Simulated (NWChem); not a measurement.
## Extrapolating the UMP2 correlation energy of CH

```
C
H 1 1.1343
```
Charge 0, spin multiplicity 2.

All runs are NWChem calculations. Structure: optimised with UPBE0/def2-SVP, a minimum by its harmonic frequencies.

The correlated methods keep 1 core orbital frozen. This spin state was chosen for the runs; another may lie lower. The structure started from a generated list of species. The unpaired electrons of the parent sit in orbitals of symmetry b1 (C2v labels of the run); other states weren't searched. The stability of the SCF solutions was not checked. Open-shell Hartree-Fock references start from PBE0 orbitals.

Worked example. The UMP2 correlation energy is -101.31 mHa in cc-pVTZ and -108.68 mHa in cc-pVQZ. The form E(X) = E∞ + A/X³ turns the pair into an estimate of the basis-set limit.

E∞ = (4³·(-108.68) − 3³·(-101.31))/(4³ − 3³) = -114.1 mHa. The larger basis holds 95 % of that. This is a two-point estimate.
